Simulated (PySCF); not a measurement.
Atom-mapped SMILES (the numbers label the heavy atoms): `[pH:1]1[pH:2][p:3]2[pH:4][p:5]1[pH:6]2`. Hydrogens are named by the atom that carries them.

Theory: GIAO PBE0/pcSseg-1 shieldings, GFN2-xTB geometry, in PySCF 2.14.0 with density-fitted response routines (non-relativistic, isolated molecule, one averaged value for each set of equivalent atoms, a single conformation).

δ = σ(ref) − σ, references computed at the same level: 1H against TMS; 31P vs H3PO4.

| atoms | nucleus | count | Hirshfeld charge | δ (ppm) |
| --- | --- | --- | --- | --- |
| H(P1)/H(P2) | 1H | 2 | -0.01 | 4.27 |
| H(P4)/H(P6) | 1H | 2 | -0.01 | 6.73 |
| P4/P6 | 31P | 2 | 0.02 | ? |
| P3/P5 | 31P | 2 | 0.00 | 126.4 |
| P1/P2 | 31P | 2 | 0.00 | ? |

Question: Complete the table.

Answer: 
- P4/P6: 53.9 ppm, ring phosphorus
- P1/P2: -115.1 ppm, ring phosphorus

Experimental scales use liquid or dissolved standards, which lie at an offset from isolated H3PO4.
